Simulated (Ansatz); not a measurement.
Abridged output of a molecular run in Ansatz:

```
Functional definition: HF
966 factors; integrals over basis functions are off by at most 1.0e-3 eV
mean field evaluation 1: about -2823.9052 eV, gradient 2.3e1 eV
mean field evaluation 2: about -2823.9046 eV, gradient 2.3e1 eV
mean field evaluation 4: about -2827.0014 eV, gradient 2.5e0 eV
mean field evaluation 8: about -2827.0943 eV, gradient 2.1e-3 eV
mean field -2827.09425776 eV, -103.8937976992 hartree, gradient 5.8e-6 eV, S^2 0.753862; 0 other end points of the search recorded, 0 dependent functions left out
3 core orbitals not correlated: weight in the atoms' cores, before any rotation towards them, 1.000 or more for the frozen orbitals, at most 0.000 for the correlated occupied ones
reference -2827.09425776 eV, -103.8937976992 hartree; 9, 8 occupied and 162, 163 virtual orbitals, 966 factors
second order -11.78295616 eV of doubles, -0.00000000 eV of singles
cycle   1  -12.49177709 eV  change   -7.1e-1 eV  update   6.8e-2
cycle   2  -12.80054214 eV  change   -3.1e-1 eV  update   2.1e-2
cycle   3  -12.84274201 eV  change   -4.2e-2 eV  update   8.7e-3
cycle   4  -12.83939598 eV  change    3.3e-3 eV  update   2.9e-3
cycle   5  -12.83913325 eV  change    2.6e-4 eV  update   1.1e-3
cycle   6  -12.83907053 eV  change    6.3e-5 eV  update   4.1e-4
cycle   7  -12.83910475 eV  change   -3.4e-5 eV  update   1.5e-4
cycle   8  -12.83913522 eV  change   -3.0e-5 eV  update   6.7e-5
cycle   9  -12.83912927 eV  change    5.9e-6 eV  update   3.9e-5
cycle  10  -12.83912869 eV  change    5.8e-7 eV  update   2.7e-5
cycle  11  -12.83913770 eV  change   -9.0e-6 eV  update   1.9e-5
perturbative correction -0.46977862 eV, -0.0172640459 hartree
Total energy: -2840.40317407 eV, -104.3828913527 hartree
Checks for a lower state left out: cluster_reference
```

Its atoms:

Cartesian coordinates in Å:
```
C 0.6771 1.1838 -0.3226
B -0.5947 0.3626 -0.0157
C -0.7414 -1.1211 0.3888
H 1.5679 0.8433 0.2210
H 0.5643 2.2621 -0.1959
H 0.8802 1.0242 -1.3931
H 0.1321 -1.5325 0.9110
H -1.6441 -1.3434 0.9615
H -0.8414 -1.6789 -0.5550
```

Which basis set was used?
A. def2-TZVPPD
B. def2-QZVPP
C. cc-pV(T+d)Z
D. def2-SVP

C. It gives 174 functions.

Write the keys of the input that set method, charge and spin (a neutral closed shell needs none for the last two).


```yaml
magnetization: {spin_polarized: true, initial_magnetization: 1}
correlation: {method: ccsd_t}
scf: {omitted_lower_state_checks: [cluster_reference]}
```
